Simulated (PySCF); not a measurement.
Bonds broken one at a time in the series Ga CH3-H. Isolated molecules, 0 K electronic values unless said otherwise. Strings in code marks are SMILES.

The numbers are results of PBE-D3(BJ)/def2-TZVP // B3LYP-D3(BJ)/def2-TZVP (PySCF), not measurements. 

```csv
species,dipole moment (D)
whole molecule (`[CH3][Ga]([CH3])[CH3]`),0.05
radical fragment (`[CH3]`),0.00
radical fragment (`[CH3][Ga][CH3]`),0.51
whole molecule (`[CH3][GaH][CH3]`),…
radical fragment (`[GaH][CH3]`),0.73
whole molecule (`[CH3][GaH2]`),0.71
```

**Question.** Fill in the missing entries.

**Answer.** 
- whole molecule (`[CH3][GaH][CH3]`), dipole moment (D): 0.59
